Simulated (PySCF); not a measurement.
# CH2OS2: a look at the electrons

Aim: take CH2OS2 and find what binds its two fragments and compute its lowest excited states.

Method: levels as typed in each script, gas phase, geometry from GFN2-xTB; program: PySCF 2.14.0.

## (1) Where the work starts

SMILES `S.O=C=S`, 6 atoms, charge 0, spin multiplicity 1.

Bond lengths: S1–H2 1.327 Å, S1–H3 1.326 Å, O4–C5 1.153 Å, C5–S6 1.539 Å. Angles: H2–S1–H3 92.3°, O4–C5–S6 179.2°.

Coordinates:

| atom | x (Å) | y (Å) | z (Å) |
| --- | --- | --- | --- |
| S1 | 2.2175 | -0.0066 | -0.0022 |
| H2 | 2.5773 | -0.8101 | 0.9903 |
| H3 | 2.9355 | -0.6873 | -0.8858 |
| O4 | -1.0976 | 1.6980 | 0.0063 |
| C5 | -1.2763 | 0.5589 | -0.0007 |
| S6 | -1.5346 | -0.9584 | -0.0072 |

## (2) Binding of the two fragments (TPSS/def2-svpd)

Input file input.py:

```python
import numpy as np
from pyscf import gto, scf, dft
from pyscf.scf import atom_ks, atom_hf
from scipy.linalg import block_diag
from pyscf.dispersion import dftd3

def solve(mol, dm0=None, hcore=None):
    mf = (dft.UKS if mol.spin else dft.RKS)(mol, xc='tpss')
    mf.grids.level = 3
    mf = mf.density_fit(auxbasis='def2-universal-jkfit')
    mf.conv_tol, mf.max_cycle = 1e-8, 80
    if hcore is not None:
        mf.get_hcore = lambda *args: hcore
    mf.kernel(dm0)
    if not mf.converged:
        mf = mf.newton().run(mf.mo_coeff, mf.mo_occ, max_cycle=30)
    assert mf.converged, 'SCF not converged'
    return mf

mol = gto.M(atom='''
S      2.21747    -0.00664    -0.00222
H      2.57731    -0.81010     0.99027
H      2.93548    -0.68734    -0.88579
O     -1.09762     1.69797     0.00628
C     -1.27630     0.55893    -0.00071
S     -1.53459    -0.95835    -0.00719
''', basis='def2-svpd', charge=0, spin=0, verbose=4)
mol_a = gto.M(atom='''
S      2.21747    -0.00664    -0.00222
H      2.57731    -0.81010     0.99027
H      2.93548    -0.68734    -0.88579
ghost-O     -1.09762     1.69797     0.00628
ghost-C     -1.27630     0.55893    -0.00071
ghost-S     -1.53459    -0.95835    -0.00719
''', basis='def2-svpd', charge=0, spin=0, verbose=4)
mol_b = gto.M(atom='''
ghost-S      2.21747    -0.00664    -0.00222
ghost-H      2.57731    -0.81010     0.99027
ghost-H      2.93548    -0.68734    -0.88579
O     -1.09762     1.69797     0.00628
C     -1.27630     0.55893    -0.00071
S     -1.53459    -0.95835    -0.00719
''', basis='def2-svpd', charge=0, spin=0, verbose=4)
ab, a, b = solve(mol), solve(mol_a), solve(mol_b)
e_int = ab.e_tot - a.e_tot - b.e_tot
print('counterpoise-corrected interaction energy / kcal/mol', e_int * 627.5095)
def disp(atoms, charge):
    m = gto.M(atom=atoms, charge=charge, basis='sto-3g', spin=None, unit='Bohr', verbose=0)
    return dftd3.DFTD3Dispersion(m, xc='tpss', version='d3bj').get_dispersion()['energy']
e_disp = disp(mol._atom, mol.charge) - disp(mol._atom[:3], mol_a.charge) - disp(mol._atom[3:], mol_b.charge)
print('D3(BJ) part / kcal/mol', e_disp * 627.5095)
# spherically averaged free atoms, for the promolecule
atm = atom_ks.get_atm_nrks(mol, xc='tpss')
pro = block_diag(*[(atm[a[0]][2] * atm[a[0]][3]) @ atm[a[0]][2].T for a in mol._atom])
np.savez('result.npz', e_int=e_int, e_disp=e_disp, dm_a=a.make_rdm1(), dm_b=b.make_rdm1(), c=ab.mo_coeff, occ=ab.mo_occ, eps=ab.mo_energy, pro=pro, d=[f.dip_moment(verbose=0) for f in (ab, a, b)])
```

On the command line:

```
> OMP_NUM_THREADS=1 python input.py
```

## (4) Excited states (B3LYP/def2-svp)

Input file input.py:

```python
import numpy as np
from pyscf import gto, scf, dft, tdscf
from pyscf.scf import atom_ks, atom_hf
from scipy.linalg import block_diag

def solve(mol, dm0=None, hcore=None):
    mf = (dft.UKS if mol.spin else dft.RKS)(mol, xc='b3lyp')
    mf.grids.level = 3
    mf = mf.density_fit(auxbasis='def2-universal-jkfit')
    mf.conv_tol, mf.max_cycle = 1e-8, 80
    if hcore is not None:
        mf.get_hcore = lambda *args: hcore
    mf.kernel(dm0)
    if not mf.converged:
        mf = mf.newton().run(mf.mo_coeff, mf.mo_occ, max_cycle=30)
    assert mf.converged, 'SCF not converged'
    return mf

mol = gto.M(atom='''
S      2.21747    -0.00664    -0.00222
H      2.57731    -0.81010     0.99027
H      2.93548    -0.68734    -0.88579
O     -1.09762     1.69797     0.00628
C     -1.27630     0.55893    -0.00071
S     -1.53459    -0.95835    -0.00719
''', basis='def2-svp', charge=0, spin=0, verbose=4)
mf = solve(mol)
td = mf.TDA()
td.nstates, td.singlet, td.conv_tol = 5, True, 1e-5
td.kernel()
td.analyze()
x, y = np.array([p[0] for p in td.xy]), np.array([p[1] + 0 * p[0] for p in td.xy])
f, mu = td.oscillator_strength(), td.transition_dipole()
nto = [td.get_nto(state=i + 1, verbose=4) for i in range(len(td.e))]
# spherically averaged free atoms, for the promolecule
atm = atom_ks.get_atm_nrks(mol, xc='b3lyp')
pro = block_diag(*[(atm[a[0]][2] * atm[a[0]][3]) @ atm[a[0]][2].T for a in mol._atom])
np.savez('result.npz', e=td.e, f=f, ok=td.converged, w=[n[0] for n in nto], nto=[n[1] for n in nto], x=x, y=y, c=mf.mo_coeff, occ=mf.mo_occ, eps=mf.mo_energy, pro=pro, mu=mu)
```

(Steps that only read results are left out.)

Q: Predict the outcome of this session. Wanted: interaction energy, counterpoise; lowest singlet excitation.

The runs gave:

```
                                         quantity          value
interaction energy, counterpoise (TPSS/def2-svpd)  +0.8 kcal/mol
       lowest singlet excitation (B3LYP/def2-svp)        5.62 eV
```

In words: The counterpoise-corrected interaction energy of the frozen fragments is +0.8 kcal/mol without dispersion correction and −0.6 kcal/mol with D3(BJ). The pair geometry is semi-empirical, not a minimum at this level. All values hold at the given geometry, in the gas phase.
